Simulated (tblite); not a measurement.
Compound: C4H12P2.
Geometry (GFN2-xTB, Å), atoms numbered from 1 in this order:
```xyz
18
C4H12P2 angstrom
C      3.140    0.043    0.350
P      1.580    1.041    0.325
C      0.388   -0.315   -0.114
P     -1.189    0.471   -0.712
C     -2.206   -1.073   -0.814
C     -1.801    1.097    0.912
H      3.156   -0.570    1.251
H      3.220   -0.598   -0.526
H      3.989    0.722    0.384
H      1.725    1.494   -0.991
H      0.201   -0.936    0.769
H      0.801   -0.941   -0.911
H     -3.243   -0.799   -0.994
H     -2.138   -1.655    0.105
H     -1.859   -1.674   -1.653
H     -1.163    1.918    1.234
H     -2.816    1.470    0.786
H     -1.792    0.311    1.667
```

Method: GFN2-xTB as coded in tblite; computed harmonic values from a numerical Hessian at the method's own geometry, unscaled. Errors from tens to a few hundred cm⁻¹ against measured bands are possible. Modes of hydrogen on phosphorus can be 10 to 20 % off. One conformer, not necessarily the lowest.

Harmonic wavenumbers (cm⁻¹): 38.8, 71.4, 109.2, 160.1, 177.9, 189.8, 216.5, 236.8, 277.1, 316.2, 675.9, 682.7, 718.0, 726.1, 742.0, 744.9, 756.3, 817.5, 850.3, 853.2, 895.8, 918.6, 939.9, 980.6, 1053.7, 1117.8, 1316.5, 1320.3, 1320.9, 1396.7, 1435.6, 1443.9, 1446.1, 1448.2, 1456.9, 1460.4, 2262.4, 2903.3, 2919.8, 2979.6, 2984.6, 2992.9, 3000.7, 3008.4, 3012.9, 3014.4, 3017.5, 3018.5.

A = 4627, B = 1121, C = 997.5 MHz; mass 122.041 u (most abundant isotopes); point group C1, symmetry number 1.

Q: What is the zero-point energy?

A: Half the sum of the wavenumbers: 32214 cm⁻¹ = 385.36 kJ/mol.

Q: Entropy at 350 K, 1 bar (ideal gas, RRHO, classical rotation)?

A: Translation 172.11, rotation 121.33, vibration 146.14: S = 439.6 J/(mol K).

Q: And Cp and H(350 K) − H(0)?

A: Cp = 175.29 J/(mol K), of which vibrations give 142.04 (their classical limit is 48 R = 399.1); H(350 K) − H(0) = 37.70 kJ/mol without the zero-point energy, 26.06 from vibrations.

Q: How do the functions run with temperature in this model?

A: 
| T (K) | S (J/(mol K)) | Cp (J/(mol K)) | H − H(0) (kJ/mol) | G − H(0) (kJ/mol) | ln q(vib) |
| --- | --- | --- | --- | --- | --- |
| 100 | 290.6 | 82.8 | 5.64 | -23.42 | 1.89 |
| 200 | 359.0 | 118.0 | 15.71 | -56.10 | 4.68 |
| 300 | 414.0 | 156.3 | 29.41 | -94.80 | 7.33 |
| 500 | 510.7 | 224.2 | 67.83 | -187.52 | 12.39 |
| 800 | 631.7 | 290.5 | 145.86 | -359.52 | 19.45 |
| 1000 | 699.9 | 320.6 | 207.11 | -492.83 | 23.78 |

q(vib) and H(0) count from the zero-point level.

Q: Which modes carry the vibrational entropy at 350 K?

A: 38.8 cm⁻¹: 23.59; 71.4 cm⁻¹: 18.54; 109.2 cm⁻¹: 15.04; 160.1 cm⁻¹: 11.94; 177.9 cm⁻¹: 11.10; 189.8 cm⁻¹: 10.59 J/(mol K); the other 42 give 55.35 together.

Hindered rotation and anharmonicity are outside this model. Other conformers, if any are populated, would add a mixing term that is left out. The structure is chiral; the term R ln 2 for an equal mix with its mirror image is left out.
